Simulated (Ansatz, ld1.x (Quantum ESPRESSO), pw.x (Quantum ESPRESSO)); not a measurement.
# pw.x on diamond Ca: one setting changed

Potential: norm-conserving RRKJ (Kleinman–Bylander form), ld1.x (Quantum ESPRESSO) 7.5, PBEsol; core [Ar], reference 3d0 4s2 4p0; waves: 4p (bound, empty): rc 4.15 bohr; 3d (bound, empty): rc 2.70 bohr; 4s (bound): rc 3.00 bohr; local part: the s channel; core correction: Bessel-smoothed model core, default radius (core density twice the valence density); rho0 0.001.

The reference run (k-mesh 8³, cutoffs 50/200 Ry, Fermi–Dirac 0.01 Ry, mixing_beta 0.4, conv_thr 1e-9, no spin) gives 0.01 GPa at 74.549 Å³/atom, where all-electron LAPW gives -0.01 GPa. This run, with its own iteration cap, changes degauss to 0.02.

```
&control
  calculation='scf', prefix='x', pseudo_dir='./', outdir='./tmp', tstress=.true., disk_io='none'
/
&system
  ibrav=0, nat=2, ntyp=1, ecutwfc=50, ecutrho=200, nbnd=9,
  occupations='smearing', smearing='fd', degauss=0.02
/
&electrons
  conv_thr=1e-09, mixing_beta=0.4, electron_maxstep=60
/
ATOMIC_SPECIES
Ca 1.0 Ca.UPF
CELL_PARAMETERS angstrom
  0.00000000 4.20869326 4.20869326
  4.20869326 0.00000000 4.20869326
  4.20869326 4.20869326 0.00000000
ATOMIC_POSITIONS crystal
Ca 0.0000 0.0000 0.0000
Ca 0.2500 0.2500 0.2500
K_POINTS automatic
8 8 8 0 0 0
```

```bash
pw.x < Ca.scf.in > Ca.scf.out
```

Question: How does the run end?

Answer: It converges in 11 iterations; the free energy moves by -154.8 meV/atom and the pressure by -0.02 GPa. In a metal, with Fermi–Dirac smearing, F lies below its zero-width value by a term in the square of the width.

```
Message from routine setup:
     using ibrav=0 with symmetry is DISCOURAGED, use correct ibrav instead
     lattice parameter (alat)  =      11.2476  a.u.
     unit-cell volume          =    1006.1632 (a.u.)^3
     number of electrons       =         4.00
     number of Kohn-Sham states=            9
     kinetic-energy cutoff     =      50.0000  Ry
     charge density cutoff     =     200.0000  Ry
     scf convergence threshold =      1.0E-09
     Exchange-correlation= PBESOL
     number of k points=    29  Fermi-Dirac smearing, width (Ry)=  0.0200
     iteration #  1     ecut=    50.00 Ry     beta= 0.40
     total energy              =     -12.28500133 Ry
     estimated scf accuracy    <       0.00638633 Ry
     iteration #  2     ecut=    50.00 Ry     beta= 0.40
     total energy              =     -12.28575952 Ry
     estimated scf accuracy    <       0.00120023 Ry
     iteration #  3     ecut=    50.00 Ry     beta= 0.40
     total energy              =     -12.28638250 Ry
     estimated scf accuracy    <       0.00023680 Ry
     iteration #  4     ecut=    50.00 Ry     beta= 0.40
     total energy              =     -12.28635441 Ry
     estimated scf accuracy    <       0.00019815 Ry
     iteration #  5     ecut=    50.00 Ry     beta= 0.40
     total energy              =     -12.28640865 Ry
     estimated scf accuracy    <       0.00004962 Ry
     iteration #  6     ecut=    50.00 Ry     beta= 0.40
     total energy              =     -12.28641893 Ry
     estimated scf accuracy    <       0.00000010 Ry
     iteration #  7     ecut=    50.00 Ry     beta= 0.40
     c_bands:  1 eigenvalues not converged
     c_bands:  5 eigenvalues not converged
     c_bands:  1 eigenvalues not converged
     c_bands:  5 eigenvalues not converged
     c_bands:  5 eigenvalues not converged
     c_bands:  5 eigenvalues not converged
     [... 3 repeated lines left out ...]
     total energy              =     -12.28642251 Ry
     estimated scf accuracy    <          6.6E-09 Ry
     iteration #  8     ecut=    50.00 Ry     beta= 0.40
     [... 2 repeated lines left out ...]
     total energy              =     -12.28642255 Ry
     estimated scf accuracy    <          7.7E-09 Ry
     iteration #  9     ecut=    50.00 Ry     beta= 0.40
     total energy              =     -12.28642255 Ry
     estimated scf accuracy    <          8.1E-09 Ry
     iteration # 10     ecut=    50.00 Ry     beta= 0.40
     total energy              =     -12.28642254 Ry
     estimated scf accuracy    <          8.4E-09 Ry
     iteration # 11     ecut=    50.00 Ry     beta= 0.40
     the Fermi energy is    -0.0110 ev
!    total energy              =     -12.28642255 Ry
     estimated scf accuracy    <          6.4E-10 Ry
     smearing contrib. (-TS)   =      -0.06057575 Ry
     The total energy is F=E-TS. E is the sum of the following terms:
     one-electron contribution =       1.49064869 Ry
     hartree contribution      =       0.08380219 Ry
     xc contribution           =     -11.09107595 Ry
     ewald contribution        =      -2.70922172 Ry
     convergence has been achieved in  11 iterations
          total   stress  (Ry/bohr**3)                   (kbar)     P=       -0.13
     Message from routine punch:
     Nothing written, as per user request (disk_io='none')
```

The run took about 1.7 min on one core of a shared host (Neoverse-N1, 64 threads, 124 GiB, load 61).
